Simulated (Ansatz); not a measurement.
**Cu₂CdSnS₄ (I-42m, No. 121; cell taken from a computed entry)**

These are PBEsol (Ansatz, a quantum-chemistry and plane-wave program, plane waves, PAW) values and carry that method's errors.

Run with plane-wave cutoff 520 eV, 14×14×14 k mesh, Fermi–Dirac smearing 0.05 eV, no spin polarisation, scalar-relativistic PAW data made under PBE.

Cell: relaxed with PBEsol: a = b = 5.5287 Å, c = 10.8318 Å, α = β = γ = 90.00°.

```json
{
  "band_gap": "0.03 eV (under three smearing widths, so not firm)",
  "smallest_direct_gap_on_the_k_points_sampled": "0.04 eV (under three smearing widths, so not firm)"
}
```

Spin–orbit coupling is not included; it can close the smallest gap of 0.03 eV.

Computed values are for the static lattice.
